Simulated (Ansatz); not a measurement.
Basis-set extrapolation for FH2OSi, SMILES `O[SiH]F` radical (PBE0-D4/def2-TZVP geometry, frozen core, Ansatz 0.2.0). Multiplicity 2, UHF reference.

```csv
,def2-TZVPP,def2-QZVPP
HF,-464.565782,-464.584279
MP2 correlation,-0.590265,-0.643197
CCSD(T) correlation,-0.621788,not run
```

Energies in hartree. Use E(X) = E(∞) + A·exp(−7.88·√X) for Hartree–Fock and E(X) = E(∞) + B·X^(−2.97) for correlation, with X = 3 and 4, and add CCSD(T) minus MP2 of the smaller set to the MP2 limit.

Task: What is the CCSD(T) energy at the basis-set limit?

Result: HF limit: -464.584279 + (-0.018497) × 0.13774 = -464.58683. MP2 limit: -0.643197 + (-0.052932) × 0.74074 = -0.68241. Higher-order term: -0.621788 − (-0.590265) = -0.03152. Total: -465.30076 hartree, 71.0 kcal/mol below CCSD(T)/def2-TZVPP.
